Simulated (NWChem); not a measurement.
The numbers come from NWChem runs, not from measurements. System: H$_{2}$P, charge 0, spin multiplicity 2, at a geometry optimised with UPBE/def2-SVP. The structure started from a generated list of species. Its SCF solution wasn't tested for a lower state. Level: UMP2/def2-TZVP, 5 core orbitals frozen.

NWChem printed:

```
             Northwest Computational Chemistry Package (NWChem) 7.3.0
             --------------------------------------------------------

                                NWChem Input Module
                                -------------------

 Scaling coordinates for geometry "geometry" by  1.889725989
 (inverse scale =  0.529177249)

 Turning off AUTOSYM since
 SYMMETRY directive was detected!

                             Geometry "geometry" -> ""
                             -------------------------

 Output coordinates in angstroms (scale by  1.889725989 to convert to a.u.)

  No.       Tag          Charge          X              Y              Z
 ---- ---------------- ---------- -------------- -------------- --------------
    1 P                   15.0000     0.00000000     0.00000000     0.11960000
    2 H                    1.0000     1.02886600     0.00000000    -0.89700300
    3 H                    1.0000    -1.02886600     0.00000000    -0.89700300

 Effective nuclear repulsion energy (a.u.)      11.2329785694

            Nuclear Dipole moment (a.u.)
            ----------------------------
        X                 Y               Z
 ---------------- ---------------- ----------------
     0.0000000000     0.0000000000    -0.0000113384

      Symmetry information
      --------------------

 Group name             C2v
 Group number             16
 Group order               4
 No. of unique centers     2

      Symmetry unique atoms

     1    2


 Summary of "ao basis" -> "" (spherical)
 ------------------------------------------------------------------------------
       Tag                 Description            Shells   Functions and Types
 ---------------- ------------------------------  ------  ---------------------
 *                         def2-tzvp                  on all atoms

 Summary of "ao basis" -> "ao basis" (spherical)
 ------------------------------------------------------------------------------
       Tag                 Description            Shells   Functions and Types
 ---------------- ------------------------------  ------  ---------------------
 P                         def2-tzvp                13       37   5s5p2d1f
 H                         def2-tzvp                 4        6   3s1p

                                 NWChem SCF Module
                                 -----------------

  ao basis        = "ao basis"
  functions       =    49
  atoms           =     3
  alpha electrons =     9
  beta  electrons =     8
  charge          =   0.00
  wavefunction    = UHF
  use symmetry    = T
  symmetry adapt  = T

 Summary of "ao basis" -> "ao basis" (spherical)
 ------------------------------------------------------------------------------
       Tag                 Description            Shells   Functions and Types
 ---------------- ------------------------------  ------  ---------------------
 P                         def2-tzvp                13       37   5s5p2d1f
 H                         def2-tzvp                 4        6   3s1p

      Symmetry analysis of basis
      --------------------------

        a1         21
        a2          4
        b1         14
        b2         10

 Forming initial guess at       0.0s

   Symmetry analysis of molecular orbitals - initial alpha
   -------------------------------------------------------

  Numbering of irreducible representations:

     1 a1          2 a2          3 b1          4 b2

  Orbital symmetries:

     1 a1          2 a1          3 b2          4 b1          5 a1
     6 a1          7 b1          8 a1          9 b2         10 b1
    11 a1         12 a1         13 b1         14 b2         15 a2
    16 a1         17 b2         18 a1         19 b1

   Symmetry analysis of molecular orbitals - initial beta
   ------------------------------------------------------

  Numbering of irreducible representations:

     1 a1          2 a2          3 b1          4 b2

  Orbital symmetries:

     1 a1          2 a1          3 b1          4 a1          5 b2
     6 a1          7 b1          8 a1          9 b2         10 b1
    11 a1         12 b1         13 a1         14 a1         15 a1
    16 b2         17 a2         18 b2         19 b1
[...]
    46      1.200143  3 H  s                 12      0.154471  1 P  px

 Vector   11  Occ=0.000000D+00  E= 1.547529D-01  Symmetry=a1
              MO Center=  3.4D-16, -1.0D-16, -5.3D-01, r^2= 5.6D+00
   Bfn.  Coefficient  Atom+Function         Bfn.  Coefficient  Atom+Function
  ----- ------------  ---------------      ----- ------------  ---------------
     5      1.772461  1 P  s                 40     -1.512891  2 H  s
    46     -1.512891  3 H  s                 20     -1.224554  1 P  pz
     3     -0.178516  1 P  s

 center of mass
 --------------
 x =   0.00000000 y =   0.00000000 z =   0.10863212

 moments of inertia (a.u.)
 ------------------
           6.984494003274           0.000000000000           0.000000000000
           0.000000000000          14.604063348154           0.000000000000
           0.000000000000           0.000000000000           7.619569344880

  Mulliken analysis of the total density
  --------------------------------------

    Atom       Charge   Shell Charges
 -----------   ------   -------------------------------------------------------
    1 P   15    15.11   2.01  0.53  1.43  1.04  0.78  4.17  1.70  0.65  1.74  0.90  0.05  0.09  0.01
    2 H    1     0.95   0.23  0.53  0.17  0.02
    3 H    1     0.95   0.23  0.53  0.17  0.02

  Mulliken analysis of the alpha density
  --------------------------------------

    Atom       Charge   Shell Charges
 -----------   ------   -------------------------------------------------------
    1 P   15     8.10   1.00  0.27  0.72  0.53  0.41  2.10  0.84  0.40  1.15  0.61  0.02  0.05  0.00
    2 H    1     0.45   0.11  0.25  0.08  0.01
    3 H    1     0.45   0.11  0.25  0.08  0.01

   Mulliken analysis of the beta density
   -------------------------------------

    Atom       Charge   Shell Charges
 -----------   ------   -------------------------------------------------------
    1 P   15     7.01   1.00  0.27  0.72  0.51  0.37  2.07  0.86  0.26  0.59  0.29  0.02  0.04  0.01
    2 H    1     0.50   0.12  0.28  0.09  0.01
    3 H    1     0.50   0.12  0.28  0.09  0.01

   Mulliken analysis of the spin density
   -------------------------------------

    Atom       Charge   Shell Charges
 -----------   ------   -------------------------------------------------------
    1 P   15     1.10   0.00  0.00 -0.00  0.02  0.04  0.03 -0.02  0.14  0.56  0.33  0.00  0.01 -0.00
    2 H    1    -0.05  -0.01 -0.03 -0.01  0.00
    3 H    1    -0.05  -0.01 -0.03 -0.01  0.00

       Multipole analysis of the density wrt the origin
       ------------------------------------------------

     L   x y z        total         alpha         beta         nuclear
     -   - - -        -----         -----         ----         -------
     0   0 0 0     -0.000000     -9.000000     -8.000000     17.000000

     1   1 0 0      0.000000      0.000000      0.000000      0.000000
     1   0 1 0      0.000000      0.000000      0.000000      0.000000
     1   0 0 1     -0.228183     -0.163017     -0.065155     -0.000011

     2   2 0 0    -10.516042     -9.530667     -8.545784      7.560409
     2   1 1 0      0.000000      0.000000     -0.000000      0.000000
     2   1 0 1      0.000000      0.000000      0.000000      0.000000
     2   0 2 0    -11.320251     -7.816123     -3.504128      0.000000
     2   0 1 1      0.000000      0.000000      0.000000      0.000000
     2   0 0 2    -11.682037     -9.503590     -8.691322      6.512876

                   NWChem MP2 Semi-direct Energy/Gradient Module
                   ---------------------------------------------

  Basis functions       =     49
  Molecular orbitals    =     49
  Frozen core           =      5
  Frozen virtuals       =      0
  Active alpha occupied =      4
  Active beta occupied  =      3
  Active alpha virtual  =     40
  Active beta virtual   =     41
  Use MO symmetry       = T
  Use skeleton AO sym   = T

  AO/Fock/Back tols     =   1.0D-09  1.0D-09  1.0D-09

 GA uses MA = F    GA memory limited = T

 Available:
  local mem=  1.26D+08
 global mem=  1.44D+08
 local disk=  0.00D+00
  mp2_memr nvloc                    40
  nvloc new                    40
   1 passes of   4:        3145728                      12894                    670572.
   1 passes of   4: M    126152890           G      144174398           F     123007162.

 Semi-direct pass number   1 of   1  for UHF alpha       at        0.5s
  vrange nnbf                  1225
  mp2_eaftype                    10  avail_ma_in_mb                  1099
 EAF : mp2_eaftype filesize          10     335286.
  mp2_eaf for mointskh                     10
Node 0 wrote      1.6 Mb in      0.0 s     Agg I/O rate:  1314.2 Mb/s
 Done moints_semi at        1.0s
  mp2_eaftype                    10  avail_ma_in_mb                  1089
 EAF : mp2_eaftype filesize          10     335286.
  mp2_eaf for kh                    10
 Done maket at        1.0s
 Done multipass loop at        1.0s

 GA uses MA = F    GA memory limited = T

 Available:
  local mem=  1.26D+08
 global mem=  1.44D+08
 local disk=  0.00D+00
  mp2_memr nvloc                    41
  nvloc new                    41
   1 passes of   3:        3145728                      11045                    516467.
   1 passes of   3: M    126152890           G      144174398           F     123007162.

 Semi-direct pass number   1 of   1  for UHF beta        at        1.0s
  vrange nnbf                  1225
  mp2_eaftype                    10  avail_ma_in_mb                  1099
 EAF : mp2_eaftype filesize          10     258233.
  mp2_eaf for mointskh                     10
Node 0 wrote      1.2 Mb in      0.0 s     Agg I/O rate:  1252.5 Mb/s
 Done moints_semi at        1.6s
  mp2_eaftype                    10  avail_ma_in_mb                  1089
 EAF : mp2_eaftype filesize          10     258233.
  mp2_eaf for kh                    10
 Done maket at        1.6s
 Done multipass loop at        1.6s

          -------------------------------------------
          SCF energy                -341.880893082716
          Correlation energy          -0.129451815082
          Singlet pairs                0.000000000000
          Triplet pairs                0.000000000000
          Total MP2 energy          -342.010344897798
          -------------------------------------------

          ---------------------------------------------------
                    Spin Component Scaled (SCS) MP2
          Same spin pairs                     -0.022934873180
          Same spin scaling factor             0.333333333333
          Opposite spin pairs                 -0.106516941902
          Opposite spin scaling fact.          1.200000000000
          SCS-MP2 correlation energy          -0.135465288009
          Total SCS-MP2 energy              -342.016358370725
          ---------------------------------------------------

 -----------------------
 Performance information
 -----------------------

 Timer overhead =  1.36D-07 seconds/call

               Nr. of calls         CPU time (s)                 Wall time (s)                GFlops
             ---------------    -------------------     ------------------------------   -------------------
Name         Min   Avg   Max    Min     Avg     Max     Min     Avg     Max   Mx/calls   Min     Max     Sum
mp2: moin     2     2     2    1.0     1.0     1.0      1.0     1.0     1.0    0.52      0.0     0.0     0.0
mp2: make     2     2     2   2.71E-2 2.71E-2 2.71E-2  2.71E-2 2.71E-2 2.71E-2 1.36E-2   0.0     0.0     0.0
mp2: tota     1     1     1    1.1     1.1     1.1      1.1     1.1     1.1     1.1      0.0     0.0     0.0

 The average no. of pstat calls per process was 5.00D+00
 with a timing overhead of 6.81D-07s

 Task  times  cpu:        1.5s     wall:        1.5s

 Total times  cpu:        1.6s     wall:        1.6s
```

### Question
Write an NWChem input that would produce this output.

### Answer
One answer among several that fit: 
```
start mol
memory heap 200 mb stack 900 mb global 1100 mb
geometry units angstroms nocenter noautoz
  P      0.000000     0.000000     0.119600
  H      1.028866     0.000000    -0.897003
  H     -1.028866     0.000000    -0.897003
  symmetry group C2v
end
basis spherical
  * library def2-tzvp
end
scf
  uhf
  nopen 1
  maxiter 100
  thresh 1e-7
  semidirect memsize 60000000 filesize 0
  # guess.movecs holds the orbitals of an unrestricted PBE0 run
  vectors input guess.movecs output mol.movecs
end
mp2
  freeze core 5
end
task mp2 energy
```
